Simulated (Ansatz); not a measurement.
Relaxing Ti₆O

Computed with Ansatz, DFT r2SCAN, scalar-relativistic, plane waves, PAW. Cutoff 500 eV, Γ-centred k mesh, Gaussian smearing, no spin polarisation in the final step.

The start is a database structure of Ti₆O, space group P-31c (No. 163).

```yaml
crystal:
  lattice:
    - [5.14000, 0.00000, 0.00000]
    - [-2.57000, 4.45137, 0.00000]
    - [0.00000, 0.00000, 9.48000]
  atoms:
    - { symbol: Ti, position: [0.66673, 0.99997, 0.12500] }
    - { symbol: Ti, position: [0.00003, 0.66677, 0.12500] }
    - { symbol: Ti, position: [0.33323, 0.33327, 0.12500] }
    - { symbol: Ti, position: [0.99997, 0.66673, 0.62500] }
    - { symbol: Ti, position: [0.66677, 0.00003, 0.62500] }
    - { symbol: Ti, position: [0.33327, 0.33323, 0.62500] }
    - { symbol: Ti, position: [0.33327, 0.00003, 0.87500] }
    - { symbol: Ti, position: [0.99997, 0.33323, 0.87500] }
    - { symbol: Ti, position: [0.66677, 0.66673, 0.87500] }
    - { symbol: Ti, position: [0.00003, 0.33327, 0.37500] }
    - { symbol: Ti, position: [0.33323, 0.99997, 0.37500] }
    - { symbol: Ti, position: [0.66673, 0.66677, 0.37500] }
    - { symbol: O, position: [0.33333, 0.66667, 0.75000] }
    - { symbol: O, position: [0.66667, 0.33333, 0.25000] }
```

Steps on the 6×6×2 mesh (14 atoms). 5 of 6 steps are shown, and the free energy counts from the last. Trial steps that were taken back and renewals of the plane-wave basis can be among the rows.

| step | ΔF (meV/atom) | V (Å³/atom) | P (GPa) | largest force component (eV/Å) |
| --- | --- | --- | --- | --- |
| 1 | 20.2 | 15.49 | -2.54 | 0.570 |
| 2 | 34.4 | 14.81 | 5.59 | 0.864 |
| 3 | 0.8 | 15.27 | -0.42 | 0.159 |
| 4 | -0.1 | 15.18 | 0.29 | 0.030 |
| 6 | 0.0 | 15.23 | -0.13 | 0.017 |

A final relaxation ran on a 12×12×4 mesh. The relaxed crystal, P-31c (No. 163):

```cif
data_structure
_symmetry_space_group_name_H-M 'P-31c'
_symmetry_Int_Tables_number 163
_cell_length_a 5.1032
_cell_length_b 5.1032
_cell_length_c 9.4467
_cell_angle_alpha 90.000
_cell_angle_beta 90.000
_cell_angle_gamma 120.000
_cell_volume 213.06
loop_
_atom_site_label
_atom_site_type_symbol
_atom_site_symmetry_multiplicity
_atom_site_Wyckoff_symbol
_atom_site_fract_x
_atom_site_fract_y
_atom_site_fract_z
_atom_site_occupancy
Ti1 Ti 12 i 0.66830 0.00506 0.11906 1
O1 O 2 d 0.33333 0.66667 0.75000 1
```

```yaml
Volume_per_atom: 15.22 Å³
Density: 4.73 g/cm³
Energy_over_the_elements: -0.90 eV/atom
Gap_on_the_12×12×4_mesh: 0 eV (a metal)
```

The zero of energy is the elements' standard structures at the same level (O₂ as a molecule); no fitted shifts are applied.

The final run used a 12×12×4 mesh on its 14-atom cell and 0.10 eV smearing. The k mesh leaves about 4 meV/atom of noise in metals.

A structure relaxed within its symmetry needn't be a true minimum.

Cost: 3 runs of about 18 core-minutes in all, on Arm Neoverse V2 (shared hosts).